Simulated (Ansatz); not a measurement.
# CHSi (doublet): B2PLYP, PBE-QIDH, RPA-PBE over a scan of the scale of all distances, 6-31G, part 2 of 2

Ansatz 0.2.0, Gaussian basis; 6-31G, all electrons in the functionals, frozen cores in the correlation of double hybrids and RPA.

**14. PBE-QIDH, 1.479**

in.yaml

```yaml
crystal:
  periodic: [false, false, false]
  atoms:
    - {symbol: Si, position_ang: [0.000000, 0.000000, 2.191052]}
    - {symbol: C, position_ang: [0.000000, 0.000000, -0.297293]}
    - {symbol: H, position_ang: [0.000000, 0.000000, -1.893759]}
basis:
  gaussian: {orbitals: 6-31G}
magnetization: {spin_polarized: true, initial_magnetization: 1}
hamiltonian: {xc: {name: PBE-QIDH}}
correlation: {electrons: outside_noble_gas}
```

On the command line:

```console
ansatz run in.yaml --threads 1 --pin off --events-out ev --progress --plain --max-ram 2393MiB
```

The program printed (excerpt; [...] marks lines left out):

```text
Functional definition: PBE-QIDH
  name "PBE-QIDH"
  cite "Brémond, Sancho-García, Pérez-Jiménez & Adamo, J. Chem. Phys. 141, 031101 (2014) doi:10.1063/1.4890314"
  cite "Perdew, Burke & Ernzerhof, Phys. Rev. Lett. 77, 3865 (1996) doi:10.1103/PhysRevLett.77.3865"
[...]
299 factors; integrals over basis functions are off by at most 3.3e-4 eV
[...]
mean field -8911.06188211 eV, -327.4754840330 hartree, gradient 2.7e-6 eV, S^2 1.732228; 7 other end points of the search recorded, 0 dependent functions left out
6 core orbitals not correlated: weight in the atoms' cores, before any rotation towards them, 1.000 or more for the frozen orbitals, at most 0.000 for the correlated occupied ones
reference -8911.06189045 eV, -327.4754843392 hartree; 5, 4 occupied and 13, 14 virtual orbitals, 299 factors
second order -3.04286695 eV of doubles, -0.00000000 eV of singles
Total energy: -8912.07617943 eV, -327.5127587718 hartree
```

Wall time 3.1 s (1 thread of Arm Neoverse V1, shared host).

From the report: ⟨S²⟩ of the determinant 1.732 (pure doublet: 0.75). The determinant is far from a pure spin state, so its energy mixes those of several spin states (harmless only where they are near-degenerate, as at dissociation).

From 1.000: +107.1 kcal/mol.

**15. PBE-QIDH, 1.751**

in.yaml

```yaml
crystal:
  periodic: [false, false, false]
  atoms:
    - {symbol: Si, position_ang: [0.000000, 0.000000, 2.594004]}
    - {symbol: C, position_ang: [0.000000, 0.000000, -0.351967]}
    - {symbol: H, position_ang: [0.000000, 0.000000, -2.242037]}
basis:
  gaussian: {orbitals: 6-31G}
magnetization: {spin_polarized: true, initial_magnetization: 1}
hamiltonian: {xc: {name: PBE-QIDH}}
correlation: {electrons: outside_noble_gas}
```

The command is unchanged.

The program printed (excerpt; [...] marks lines left out):

```text
Functional definition: PBE-QIDH
  name "PBE-QIDH"
  cite "Brémond, Sancho-García, Pérez-Jiménez & Adamo, J. Chem. Phys. 141, 031101 (2014) doi:10.1063/1.4890314"
  cite "Perdew, Burke & Ernzerhof, Phys. Rev. Lett. 77, 3865 (1996) doi:10.1103/PhysRevLett.77.3865"
[...]
299 factors; integrals over basis functions are off by at most 2.0e-4 eV
[...]
mean field -8909.23755027 eV, -327.4084410744 hartree, gradient 2.9e-6 eV, S^2 2.226595; 23 other end points of the search recorded, 0 dependent functions left out
6 core orbitals not correlated: weight in the atoms' cores, before any rotation towards them, 1.000 or more for the frozen orbitals, at most 0.000 for the correlated occupied ones
reference -8909.23756064 eV, -327.4084414555 hartree; 5, 4 occupied and 13, 14 virtual orbitals, 299 factors
second order -1.76734180 eV of doubles, -0.00000000 eV of singles
Total energy: -8909.82667458 eV, -327.4300909932 hartree
```

Wall time 10 s (1 thread of Arm Neoverse V1, shared host).

From the report: ⟨S²⟩ of the determinant 2.227 (pure doublet: 0.75). The determinant is far from a pure spin state, so its energy mixes those of several spin states (harmless only where they are near-degenerate, as at dissociation).

From 1.000: +159.0 kcal/mol.

**16. PBE-QIDH, 1.986**

in.yaml

```yaml
crystal:
  periodic: [false, false, false]
  atoms:
    - {symbol: Si, position_ang: [0.000000, 0.000000, 2.942143]}
    - {symbol: C, position_ang: [0.000000, 0.000000, -0.399205]}
    - {symbol: H, position_ang: [0.000000, 0.000000, -2.542939]}
basis:
  gaussian: {orbitals: 6-31G}
magnetization: {spin_polarized: true, initial_magnetization: 1}
hamiltonian: {xc: {name: PBE-QIDH}}
correlation: {electrons: outside_noble_gas}
```

Same command.

The program printed (excerpt; [...] marks lines left out):

```text
Functional definition: PBE-QIDH
  name "PBE-QIDH"
  cite "Brémond, Sancho-García, Pérez-Jiménez & Adamo, J. Chem. Phys. 141, 031101 (2014) doi:10.1063/1.4890314"
  cite "Perdew, Burke & Ernzerhof, Phys. Rev. Lett. 77, 3865 (1996) doi:10.1103/PhysRevLett.77.3865"
[...]
299 factors; integrals over basis functions are off by at most 1.3e-4 eV
[...]
mean field -8908.80197707 eV, -327.3924340545 hartree, gradient 3.4e-6 eV, S^2 2.508742; 22 other end points of the search recorded, 0 dependent functions left out
6 core orbitals not correlated: weight in the atoms' cores, before any rotation towards them, 1.000 or more for the frozen orbitals, at most 0.000 for the correlated occupied ones
reference -8908.80198824 eV, -327.3924344650 hartree; 5, 4 occupied and 13, 14 virtual orbitals, 299 factors
second order -1.41477313 eV of doubles, -0.00000000 eV of singles
Total energy: -8909.27357928 eV, -327.4097651162 hartree
```

Run time: 10 s. Hardware: 1 thread of Arm Neoverse V1, shared host.

From the report: ⟨S²⟩ of the determinant 2.509 (pure doublet: 0.75). The determinant is far from a pure spin state, so its energy mixes those of several spin states (harmless only where they are near-degenerate, as at dissociation).

From 1.000: +171.8 kcal/mol.

**17. PBE-QIDH, 2.390**

in.yaml

```yaml
crystal:
  periodic: [false, false, false]
  atoms:
    - {symbol: Si, position_ang: [0.000000, 0.000000, 3.540646]}
    - {symbol: C, position_ang: [0.000000, 0.000000, -0.480412]}
    - {symbol: H, position_ang: [0.000000, 0.000000, -3.060233]}
basis:
  gaussian: {orbitals: 6-31G}
magnetization: {spin_polarized: true, initial_magnetization: 1}
hamiltonian: {xc: {name: PBE-QIDH}}
correlation: {electrons: outside_noble_gas}
```

Same command.

The program printed (excerpt; [...] marks lines left out):

```text
Functional definition: PBE-QIDH
  name "PBE-QIDH"
  cite "Brémond, Sancho-García, Pérez-Jiménez & Adamo, J. Chem. Phys. 141, 031101 (2014) doi:10.1063/1.4890314"
  cite "Perdew, Burke & Ernzerhof, Phys. Rev. Lett. 77, 3865 (1996) doi:10.1103/PhysRevLett.77.3865"
[...]
299 factors; integrals over basis functions are off by at most 2.0e-4 eV
[...]
mean field -8908.54119877 eV, -327.3828506286 hartree, gradient 4.0e-9 eV, S^2 2.684845; 27 other end points of the search recorded, 0 dependent functions left out
6 core orbitals not correlated: weight in the atoms' cores, before any rotation towards them, 1.000 or more for the frozen orbitals, at most 0.000 for the correlated occupied ones
reference -8908.54121065 eV, -327.3828510651 hartree; 5, 4 occupied and 13, 14 virtual orbitals, 299 factors
second order -1.25352826 eV of doubles, -0.00000000 eV of singles
Total energy: -8908.95905340 eV, -327.3982065030 hartree
```

It took 21 s on 1 thread of Arm Neoverse V1, shared host.

From the report: ⟨S²⟩ of the determinant 2.685 (pure doublet: 0.75). The determinant is far from a pure spin state, so its energy mixes those of several spin states (harmless only where they are near-degenerate, as at dissociation).

From 1.000: +179.0 kcal/mol.

**18. RPA-PBE, 0.882**

in.yaml

```yaml
crystal:
  periodic: [false, false, false]
  atoms:
    - {symbol: Si, position_ang: [0.000000, 0.000000, 1.306632]}
    - {symbol: C, position_ang: [0.000000, 0.000000, -0.177290]}
    - {symbol: H, position_ang: [0.000000, 0.000000, -1.129341]}
basis:
  gaussian: {orbitals: 6-31G}
magnetization: {spin_polarized: true, initial_magnetization: 1}
hamiltonian: {xc: {name: PBE}}
correlation: {method: rpa, electrons: outside_noble_gas}
```

The command is unchanged.

The program printed (excerpt; [...] marks lines left out):

```text
Functional definition: PBE
  name "PBE"
  cite "Perdew, Burke & Ernzerhof, Phys. Rev. Lett. 77, 3865 (1996) doi:10.1103/PhysRevLett.77.3865"
  parent pbe
[...]
299 factors; integrals over basis functions are off by at most 2.3e-4 eV
[...]
mean field -8918.12201867 eV, -327.7349392658 hartree, gradient 5.2e-7 eV, S^2 0.752411; 7 other end points of the search recorded, 0 dependent functions left out
6 core orbitals not correlated: weight in the atoms' cores, before any rotation towards them, 1.000 or more for the frozen orbitals, at most 0.000 for the correlated occupied ones
reference -8901.54495549 eV, -327.1257434302 hartree; 5, 4 occupied and 13, 14 virtual orbitals, 299 factors
Total energy: -8907.05701234 eV, -327.3283077834 hartree
```

Wall time 2.4 s (1 thread of Arm Neoverse V1, shared host).

From the report: ⟨S²⟩ of the determinant 0.752 (pure doublet: 0.75).

**19. RPA-PBE, 1.000**

in.yaml

```yaml
crystal:
  periodic: [false, false, false]
  atoms:
    - {symbol: Si, position_ang: [0.000000, 0.000000, 1.481442]}
    - {symbol: C, position_ang: [0.000000, 0.000000, -0.201009]}
    - {symbol: H, position_ang: [0.000000, 0.000000, -1.280432]}
basis:
  gaussian: {orbitals: 6-31G}
magnetization: {spin_polarized: true, initial_magnetization: 1}
hamiltonian: {xc: {name: PBE}}
correlation: {method: rpa, electrons: outside_noble_gas}
```

The command is unchanged.

The program printed (excerpt; [...] marks lines left out):

```text
Functional definition: PBE
  name "PBE"
  cite "Perdew, Burke & Ernzerhof, Phys. Rev. Lett. 77, 3865 (1996) doi:10.1103/PhysRevLett.77.3865"
  parent pbe
[...]
299 factors; integrals over basis functions are off by at most 2.4e-4 eV
[...]
mean field -8920.02459378 eV, -327.8048576115 hartree, gradient 1.2e-6 eV, S^2 0.754632; 6 other end points of the search recorded, 0 dependent functions left out
6 core orbitals not correlated: weight in the atoms' cores, before any rotation towards them, 1.000 or more for the frozen orbitals, at most 0.000 for the correlated occupied ones
reference -8903.05921186 eV, -327.1813913256 hartree; 5, 4 occupied and 13, 14 virtual orbitals, 299 factors
Total energy: -8909.09958363 eV, -327.4033708940 hartree
```

Run time: 2.3 s. Hardware: 1 thread of Arm Neoverse V1, shared host.

From the report: ⟨S²⟩ of the determinant 0.755 (pure doublet: 0.75).

**20. RPA-PBE, 1.130**

in.yaml

```yaml
crystal:
  periodic: [false, false, false]
  atoms:
    - {symbol: Si, position_ang: [0.000000, 0.000000, 1.674029]}
    - {symbol: C, position_ang: [0.000000, 0.000000, -0.227141]}
    - {symbol: H, position_ang: [0.000000, 0.000000, -1.446889]}
basis:
  gaussian: {orbitals: 6-31G}
magnetization: {spin_polarized: true, initial_magnetization: 1}
hamiltonian: {xc: {name: PBE}}
correlation: {method: rpa, electrons: outside_noble_gas}
```

Launched as before.

The program printed (excerpt; [...] marks lines left out):

```text
Functional definition: PBE
  name "PBE"
  cite "Perdew, Burke & Ernzerhof, Phys. Rev. Lett. 77, 3865 (1996) doi:10.1103/PhysRevLett.77.3865"
  parent pbe
[...]
299 factors; integrals over basis functions are off by at most 2.7e-4 eV
[...]
mean field -8919.58817560 eV, -327.7888195391 hartree, gradient 1.0e-6 eV, S^2 0.764350; 4 other end points of the search recorded, 0 dependent functions left out
6 core orbitals not correlated: weight in the atoms' cores, before any rotation towards them, 1.000 or more for the frozen orbitals, at most 0.000 for the correlated occupied ones
reference -8902.08382337 eV, -327.1455464597 hartree; 5, 4 occupied and 13, 14 virtual orbitals, 299 factors
Total energy: -8908.83330281 eV, -327.3935852543 hartree
```

Run time: 1.4 s. Hardware: 1 thread of Arm Neoverse V1, shared host.

From the report: ⟨S²⟩ of the determinant 0.764 (pure doublet: 0.75).

From 1.000: +6.1 kcal/mol.

**21. RPA-PBE, 1.299**

in.yaml

```yaml
crystal:
  periodic: [false, false, false]
  atoms:
    - {symbol: Si, position_ang: [0.000000, 0.000000, 1.924393]}
    - {symbol: C, position_ang: [0.000000, 0.000000, -0.261111]}
    - {symbol: H, position_ang: [0.000000, 0.000000, -1.663282]}
basis:
  gaussian: {orbitals: 6-31G}
magnetization: {spin_polarized: true, initial_magnetization: 1}
hamiltonian: {xc: {name: PBE}}
correlation: {method: rpa, electrons: outside_noble_gas}
```

Same command.

The program printed (excerpt; [...] marks lines left out):

```text
Functional definition: PBE
  name "PBE"
  cite "Perdew, Burke & Ernzerhof, Phys. Rev. Lett. 77, 3865 (1996) doi:10.1103/PhysRevLett.77.3865"
  parent pbe
[...]
299 factors; integrals over basis functions are off by at most 3.0e-4 eV
[...]
mean field -8917.73423246 eV, -327.7206883854 hartree, gradient 2.4e-6 eV, S^2 0.952671; 10 other end points of the search recorded, 0 dependent functions left out
6 core orbitals not correlated: weight in the atoms' cores, before any rotation towards them, 1.000 or more for the frozen orbitals, at most 0.000 for the correlated occupied ones
reference -8899.92881057 eV, -327.0663511999 hartree; 5, 4 occupied and 13, 14 virtual orbitals, 299 factors
Total energy: -8907.16100187 eV, -327.3321293283 hartree
```

Run time: 3.4 s. Hardware: 1 thread of Arm Neoverse V1, shared host.

From the report: ⟨S²⟩ of the determinant 0.953 (pure doublet: 0.75).

From 1.000: +44.7 kcal/mol.

**22. RPA-PBE, 1.479**

in.yaml

```yaml
crystal:
  periodic: [false, false, false]
  atoms:
    - {symbol: Si, position_ang: [0.000000, 0.000000, 2.191052]}
    - {symbol: C, position_ang: [0.000000, 0.000000, -0.297293]}
    - {symbol: H, position_ang: [0.000000, 0.000000, -1.893759]}
basis:
  gaussian: {orbitals: 6-31G}
magnetization: {spin_polarized: true, initial_magnetization: 1}
hamiltonian: {xc: {name: PBE}}
correlation: {method: rpa, electrons: outside_noble_gas}
```

Launched as before.

The program printed (excerpt; [...] marks lines left out):

```text
Functional definition: PBE
  name "PBE"
  cite "Perdew, Burke & Ernzerhof, Phys. Rev. Lett. 77, 3865 (1996) doi:10.1103/PhysRevLett.77.3865"
  parent pbe
[...]
299 factors; integrals over basis functions are off by at most 3.3e-4 eV
[...]
mean field -8915.75403996 eV, -327.6479176534 hartree, gradient 1.7e-6 eV, S^2 1.354440; 9 other end points of the search recorded, 0 dependent functions left out
6 core orbitals not correlated: weight in the atoms' cores, before any rotation towards them, 1.000 or more for the frozen orbitals, at most 0.000 for the correlated occupied ones
reference -8898.27223184 eV, -327.0054730546 hartree; 5, 4 occupied and 13, 14 virtual orbitals, 299 factors
Total energy: -8905.31253480 eV, -327.2641994164 hartree
```

Wall time 4.4 s (1 thread of Arm Neoverse V1, shared host).

From the report: ⟨S²⟩ of the determinant 1.354 (pure doublet: 0.75). The determinant is far from a pure spin state, so its energy mixes those of several spin states (harmless only where they are near-degenerate, as at dissociation).

From 1.000: +87.3 kcal/mol.

**23. RPA-PBE, 1.751**

in.yaml

```yaml
crystal:
  periodic: [false, false, false]
  atoms:
    - {symbol: Si, position_ang: [0.000000, 0.000000, 2.594004]}
    - {symbol: C, position_ang: [0.000000, 0.000000, -0.351967]}
    - {symbol: H, position_ang: [0.000000, 0.000000, -2.242037]}
basis:
  gaussian: {orbitals: 6-31G}
magnetization: {spin_polarized: true, initial_magnetization: 1}
hamiltonian: {xc: {name: PBE}}
correlation: {method: rpa, electrons: outside_noble_gas}
```

Same command.

The program printed (excerpt; [...] marks lines left out):

```text
Functional definition: PBE
  name "PBE"
  cite "Perdew, Burke & Ernzerhof, Phys. Rev. Lett. 77, 3865 (1996) doi:10.1103/PhysRevLett.77.3865"
  parent pbe
[...]
299 factors; integrals over basis functions are off by at most 2.0e-4 eV
[...]
mean field -8913.52299474 eV, -327.5659282538 hartree, gradient 2.5e-6 eV, S^2 1.627252; 17 other end points of the search recorded, 0 dependent functions left out
6 core orbitals not correlated: weight in the atoms' cores, before any rotation towards them, 1.000 or more for the frozen orbitals, at most 0.000 for the correlated occupied ones
reference -8895.91467572 eV, -326.9188344652 hartree; 5, 4 occupied and 13, 14 virtual orbitals, 299 factors
Total energy: -8903.44234782 eV, -327.1954713124 hartree
```

It took 6.5 s on 1 thread of Arm Neoverse V1, shared host.

From the report: ⟨S²⟩ of the determinant 1.627 (pure doublet: 0.75). The determinant is far from a pure spin state, so its energy mixes those of several spin states (harmless only where they are near-degenerate, as at dissociation).

From 1.000: +130.5 kcal/mol.

**24. RPA-PBE, 1.986**

in.yaml

```yaml
crystal:
  periodic: [false, false, false]
  atoms:
    - {symbol: Si, position_ang: [0.000000, 0.000000, 2.942143]}
    - {symbol: C, position_ang: [0.000000, 0.000000, -0.399205]}
    - {symbol: H, position_ang: [0.000000, 0.000000, -2.542939]}
basis:
  gaussian: {orbitals: 6-31G}
magnetization: {spin_polarized: true, initial_magnetization: 1}
hamiltonian: {xc: {name: PBE}}
correlation: {method: rpa, electrons: outside_noble_gas}
```

Launched as before.

The program printed (excerpt; [...] marks lines left out):

```text
Functional definition: PBE
  name "PBE"
  cite "Perdew, Burke & Ernzerhof, Phys. Rev. Lett. 77, 3865 (1996) doi:10.1103/PhysRevLett.77.3865"
  parent pbe
[...]
299 factors; integrals over basis functions are off by at most 1.3e-4 eV
[...]
mean field -8912.31158979 eV, -327.5214099430 hartree, gradient 4.7e-6 eV, S^2 2.044541; 21 other end points of the search recorded, 0 dependent functions left out
6 core orbitals not correlated: weight in the atoms' cores, before any rotation towards them, 1.000 or more for the frozen orbitals, at most 0.000 for the correlated occupied ones
reference -8895.28017637 eV, -326.8955170440 hartree; 5, 4 occupied and 13, 14 virtual orbitals, 299 factors
Total energy: -8902.51884613 eV, -327.1615332514 hartree
```

Wall time 7.5 s (1 thread of Arm Neoverse V1, shared host).

From the report: ⟨S²⟩ of the determinant 2.045 (pure doublet: 0.75). The determinant is far from a pure spin state, so its energy mixes those of several spin states (harmless only where they are near-degenerate, as at dissociation).

From 1.000: +151.8 kcal/mol.

**25. RPA-PBE, 2.390**

in.yaml

```yaml
crystal:
  periodic: [false, false, false]
  atoms:
    - {symbol: Si, position_ang: [0.000000, 0.000000, 3.540646]}
    - {symbol: C, position_ang: [0.000000, 0.000000, -0.480412]}
    - {symbol: H, position_ang: [0.000000, 0.000000, -3.060233]}
basis:
  gaussian: {orbitals: 6-31G}
magnetization: {spin_polarized: true, initial_magnetization: 1}
hamiltonian: {xc: {name: PBE}}
correlation: {method: rpa, electrons: outside_noble_gas}
```

The command is unchanged.

The program printed (excerpt; [...] marks lines left out):

```text
Functional definition: PBE
  name "PBE"
  cite "Perdew, Burke & Ernzerhof, Phys. Rev. Lett. 77, 3865 (1996) doi:10.1103/PhysRevLett.77.3865"
  parent pbe
[...]
299 factors; integrals over basis functions are off by at most 2.0e-4 eV
[...]
mean field -8911.42658894 eV, -327.4888867615 hartree, gradient 2.5e-10 eV, S^2 2.514022; 38 other end points of the search recorded, 0 dependent functions left out
6 core orbitals not correlated: weight in the atoms' cores, before any rotation towards them, 1.000 or more for the frozen orbitals, at most 0.000 for the correlated occupied ones
reference -8897.43497367 eV, -326.9747043844 hartree; 5, 4 occupied and 13, 14 virtual orbitals, 299 factors
Total energy: -8902.13925912 eV, -327.1475836858 hartree
```

Wall time 23 s (1 thread of Arm Neoverse V1, shared host).

From the report: ⟨S²⟩ of the determinant 2.514 (pure doublet: 0.75). The determinant is far from a pure spin state, so its energy mixes those of several spin states (harmless only where they are near-degenerate, as at dissociation).

From 1.000: +160.5 kcal/mol.

**26. The comparison**

The yardstick is full CI for this spin, exact in this basis with these frozen cores. It comes from earlier runs at the same points. Energies in kcal/mol, counted from 1.000; blanks weren't run or aren't comparable.

```csv
level,0.882,1.000,1.130,1.299,1.479,1.751,1.986,2.390
FCI,46.7,0.0,6.9,45.6,89.8,137.9,155.8,
B2PLYP,41.5,0.0,16.1,59.4,105.0,158.1,173.9,183.1
PBE-QIDH,39.4,0.0,16.5,59.2,107.1,159.0,171.8,179.0
RPA-PBE,47.1,0.0,6.1,44.7,87.3,130.5,151.8,160.5
```

Largest miss and mean time a point (FCI took 5.4 min a point; shared hosts):

```csv
level,largest miss (kcal/mol),where,time a point
B2PLYP,+20.3,1.751,5.6 s
PBE-QIDH,+21.2,1.751,6.4 s
RPA-PBE,-7.4,1.751,6.3 s
```

**27. Results**

This closing draws on all 2 parts.

```
                                        quantity                   value
span of the FCI curve (points where it is known)          155.8 kcal/mol
                            largest miss, B2PLYP  +20.3 kcal/mol (1.751)
                          largest miss, PBE-QIDH  +21.2 kcal/mol (1.751)
                           largest miss, RPA-PBE   -7.4 kcal/mol (1.751)
```

Misses are known at 6 of 7 points at best, and only functionals with that many are ranked. Of the functionals, RPA-PBE keep the smallest largest miss at the points compared (at most 7.4 kcal/mol) and PBE-QIDH strays most (21.2 kcal/mol, at 1.751). B2PLYP, PBE-QIDH, RPA-PBE clearly break the spin symmetry at some points (⟨S²⟩ up to 1.93 above the pure value), so energy there is bought with a mixed spin. Functionals and the yardstick converge differently with the basis, so part of each miss in 6-31G is the basis.
